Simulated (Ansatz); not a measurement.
Reaction: C3H4 (prop-1-yne, SMILES C(#C)C) → C3H3 (SMILES C#C[CH2], doublet) + H (doublet) (the C-H bond breaks)
Each species at its own B3LYP-D3(BJ)/def2-TZVP minimum (Ansatz, a program for electronic structure).

Wanted: bond dissociation energy (electronic), in kcal/mol. Radicals and triplets start from unrestricted determinants; spin-orbit coupling is neglected. CBS(X,Y): correlation extrapolated as X^-3, Hartree-Fock from the larger set (Q,5: extrapolated as (X+1)exp(-9√X)). A bracket is a step between two methods taken in the basis named. Functionals run without relativity, which enters their misses. Double hybrids freeze cores in their MP2 part. 'core' is core correlation in cc-pwCVTZ, 'X2C' scalar relativity in cc-pVTZ-DK, both at CCSD(T). For partners of very few electrons the exact lower level stands in for a higher one. The UHF reference of C3H3 (C#C[CH2], doublet) is spin-contaminated (<S^2> up to 0.21 over the pure value in the sets run).

CCSD(T)/CBS(cc-pVQZ,cc-pV5Z) + [CCSDT(Q) - CCSD(T)]/cc-pVDZ + core + X2C (Ansatz) gives 99.3 kcal/mol.

Question: How far off this value is PBE/def2-TZVPD (Ansatz), in which direction, and which of these levels come nearer: B3LYP/def2-TZVPD, wB97M-V/def2-TZVPD, B2PLYP/def2-TZVPD, CCSD(T)/CBS(cc-pVQZ,cc-pV5Z) + core + X2C?

Answer: PBE gives 92.5 kcal/mol, 6.8 kcal/mol below it. Differences of the others: B3LYP/def2-TZVPD (Ansatz) -4.8; wB97M-V/def2-TZVPD (Ansatz) -1.1; B2PLYP/def2-TZVPD (Ansatz) -2.9; CCSD(T)/CBS(cc-pVQZ,cc-pV5Z) + core + X2C (Ansatz) 0.5 kcal/mol. Nearer than PBE: B3LYP/def2-TZVPD, wB97M-V/def2-TZVPD, B2PLYP/def2-TZVPD, CCSD(T)/CBS(cc-pVQZ,cc-pV5Z) + core + X2C.
